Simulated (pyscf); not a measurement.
**Routes from •HP–GaH₂**

Candidate steps break at most two bonds and form at most two. Each was searched with GFN2-xTB (tblite) first. Single points on ωB97X-D3(BJ)/def2-SVP structures (PySCF, gas phase). Energies: ωB97M-D3(BJ)/def2-TZVP, kcal/mol, from the reactant's lowest minimum found, doublet surface; ΔG‡ with ideal gas, 1 atm, RRHO with modes under 100 cm⁻¹ raised to 100, one conformer, R ln 2 for chiral ones without a mode under 150 cm⁻¹.

```json
[
 {"products": "[H₂P–GaH]•", "type": "hydrogen shift", "ΔE‡": "27.1", "ΔE": "-6.2", "ΔG‡ 298 K": "26.7", "ΔG‡ 900 K": "28.8", "ν‡ (cm⁻¹)": "1490i"},
 {"products": "•P=GaH + H₂", "type": "elimination", "ΔE‡": "51.3", "ΔE": "+28.6", "ΔG‡ 298 K": "48.7", "ΔG‡ 900 K": "50.1", "ν‡ (cm⁻¹)": "1561i"}
]
```

Plain bond fissions and candidates not yet searched are not listed, and one of them may be faster. Each barrier is that of the saddle found; lower ones may exist. The term symbol of open-shell •P=GaH was not checked; spin-orbit terms and orbital degeneracy are left out. Elements up to Kr have no core potential and no relativistic terms here.
